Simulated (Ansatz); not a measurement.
# Worked example: the barrier

An elementary step of SiNH6F, singlet (SiNH₅ ([NH2][SiH3]) + HF → SiH₃F ([F][SiH3]) + NH₃; bonds formed: Si1–F7, N2–H6; bonds broken: Si1–N2, H6–F7). “Start” is the structure reached by relaxing down from the saddle towards the reactants; PBE0-D4/def2-TZVP structures. The saddle:

| atom | x (Å) | y (Å) | z (Å) |
| --- | --- | --- | --- |
| Si1 | -0.5898 | 0.5502 | -0.3004 |
| N2 | 0.3529 | -0.8782 | 0.4188 |
| H3 | -0.3933 | 0.6894 | -1.7559 |
| H4 | -1.9827 | -0.0158 | -0.1972 |
| H5 | -0.6358 | 1.7166 | 0.6019 |
| H6 | 1.2794 | -0.1960 | 0.2161 |
| F7 | 1.5174 | 0.9483 | -0.2571 |
| H8 | 0.1493 | -1.0783 | 1.3902 |
| H9 | 0.3026 | -1.7361 | -0.1165 |

Computed with Ansatz 0.2.0 (basis: def2-TZVPP and def2-QZVPP); correlated methods freeze the cores.

Energies in eV:

| quantity | saddle | start |
| --- | --- | --- |
| Hartree–Fock, triple zeta (X = 3) | -12146.70214 | -12147.85196 |
| Hartree–Fock, quadruple zeta (X = 4) | -12147.15823 | -12148.31382 |
| MP2 correlation, X = 3 | -17.51152 | -17.12495 |
| MP2 correlation, X = 4 | -18.92896 | -18.53317 |
| CCSD(T) correlation, X = 3 | -18.88404 | -18.52590 |

Task: Work out the barrier at the basis limit: extrapolate Hartree–Fock as E(X) = E∞ + A exp(−7.88 √X) and the MP2 correlation as E(X) = E∞ + B X^−2.97 (the exponents that Neese and Valeev fitted for def2-TZVPP and QZVPP), then add CCSD(T) − MP2 in triple zeta.

Result: Each step is linear, so take the differences first (saddle − start): Hartree–Fock 1.14982 (X = 3) and 1.15559 (X = 4); MP2 correlation -0.38657 and -0.39579; CCSD(T) correlation -0.35814.
Two points give E∞ = E(4) + w [E(4) − E(3)], with w = 1/(exp(7.88 (2 − √3)) − 1) = 0.1377 for Hartree–Fock and w = 1/((4/3)^2.97 − 1) = 0.7407 for the correlation.
Hartree–Fock: 1.15559 + 0.1377 × 0.00577 = 1.1564 eV.
MP2 correlation: -0.39579 + 0.7407 × (-0.00922) = -0.4026 eV.
CCSD(T) − MP2: -0.35814 − (-0.38657) = 0.0284 eV.
Sum: 1.1564 + (-0.4026) + 0.0284 = 0.7822 eV, or 18.04 kcal/mol. Plain CCSD(T) in triple zeta gives 0.7917 eV, so the larger basis shifts the result by -0.0095 eV.

T1 diagnostic: at most 0.012.

Steps of this kind, hydrogen fluoride cutting a network bond, underlie vapour etching and the fluorination step of atomic layer etching.

Labels in which every atom is bracketed show which atoms are joined, not bond orders.

For scale, one of the runs: CCSD(T)/def2-TZVPP, 188 basis functions (an equivalent command: `ansatz run in.yaml --threads 2`). The run took 45 s on 2 CPU threads (shared host), with 2 GiB of host memory at its peak.
